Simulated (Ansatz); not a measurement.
O2, triplet: the ladder up to full CI

Geometry: that of the O2, singlet, kept fixed.

```yaml
atoms:
  - { symbol: O, position_ang: [0.0000, 0.0000, 0.0000] }
  - { symbol: O, position_ang: [0.0000, 0.0000, 1.1930] }
```

Basis 6-31G; Ansatz 0.2.0. Correlated methods freeze the noble-gas cores, which leaves 12 electrons in 16 orbitals. R marks a restricted (for open shells ROHF) determinant, U an unrestricted one. Active spaces: valence = (12e, 8o) chosen from the atoms' valence shells.

Full CI is exact within this basis and frozen core; it isn't the basis-set limit. The frozen core follows each run's orbitals, which can shift R against U totals by a few meV.

For open shells CISD and CISDTQ are restricted-active-space CI with the open shells as a complete middle space.

```
UHF ⟨S²⟩                          : 2.033
T1 diagnostic (RCCSD)             : 0.0153
largest doubles amplitude (RCCSD) : 0.111
T1 diagnostic (UCCSD)             : 0.0134
```

| level | E − E(full CI) (kJ/mol) | share of correlation (%) | wall time |
| --- | --- | --- | --- |
| RHF | 669.3 | 0.00 | – |
| UHF | 624.5 | 6.70 | – |
| RMP2 | -21.9 | 103.27 | – |
| UMP2 | 10.9 | 98.37 | – |
| RCCSD | 22.3 | 96.67 | – |
| UCCSD | 19.3 | 97.11 | – |
| RCCSD(T) | 5.5 | 99.17 | 0.49 s |
| UCCSD(T) | 5.1 | 99.25 | 0.64 s |
| BCCD(T) | 5.4 | 99.19 | 0.82 s |
| RCCSDT | 5.3 | 99.20 | – |
| UCCSDT | 4.9 | 99.26 | – |
| CISDTQ | 2.4 | 99.64 | 11 s |
| RCCSDT(Q) | -0.1 | 100.02 | 4.8 s |
| UCCSDT(Q) | 0.0 | 100.00 | 3.5 s |
| RCCSDTQ | 0.5 | 99.93 | 51 s |
| UCCSDTQ | 0.3 | 99.95 | 52 s |
| CASSCF (valence space) | 379.1 | 43.37 | – |
| NEVPT2 (valence space) | 75.1 | 88.79 | 0.3 s |
| MRCISD (valence space) | 22.0 | 96.72 | – |
| MRCISD+Q (valence space) | 6.7 | 98.99 | 1 s |

The correlation energy at full CI, counted from RHF, is -6.937 eV. That run took 3.4 min on 1 thread of Arm Neoverse V1, shared host over 8,014,464 determinants.

Run but not shown, since their state or frozen core can't be matched to the reference's or they repeat it: CISD.

Times hold each run's SCF and search for its determinant on a shared host, so for small cases they say little of a method's own cost; they ran on 1 thread of Arm Neoverse V1.

Not variational, and here over 5 meV under the exact energy: RMP2.

The full-CI state has the irrep B1g of D2h, in the program's axes (one component, if the state is degenerate).

Natural occupations of full CI about the gap: 1.954 1.954 1.951 1.023 1.023 0.049 0.015 0.015 0.012 0.009; effectively unpaired electrons, Σ n²(2−n)², 2.04.
